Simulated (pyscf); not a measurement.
Structures and frequencies: ωB97X-D3(BJ)/def2-SVP in PySCF.

For H₃Si–Cl + H₃C–SiH₃ -> H₃Si–CH₂–SiH₃ + HCl, a four-centre exchange (singlet surface; Cl–Si, C–H broken, C–Si, Cl–H formed), PBE/def2-TZVP gives ΔE‡ = 58.3 kcal/mol and ΔE = +22.3 kcal/mol (zero: the separated reactants). In which direction and how far do r²SCAN/def2-TZVP, M06-2X/def2-TZVP, ωB97M-D3(BJ)/def2-TZVP move these?

r²SCAN: ΔE‡ = 60.1 kcal/mol, ΔE = +22.9 kcal/mol; M06-2X: ΔE‡ = 62.1 kcal/mol, ΔE = +23.0 kcal/mol; ωB97M-D3(BJ): ΔE‡ = 62.6 kcal/mol, ΔE = +22.1 kcal/mol. PBE's barrier lies under all of them, by 1.8 to 4.3 kcal/mol. Its reaction energy matches one of them and lies within 0.7 kcal/mol of the others. This is the saddle that the search found; another between the same sides may lie lower.
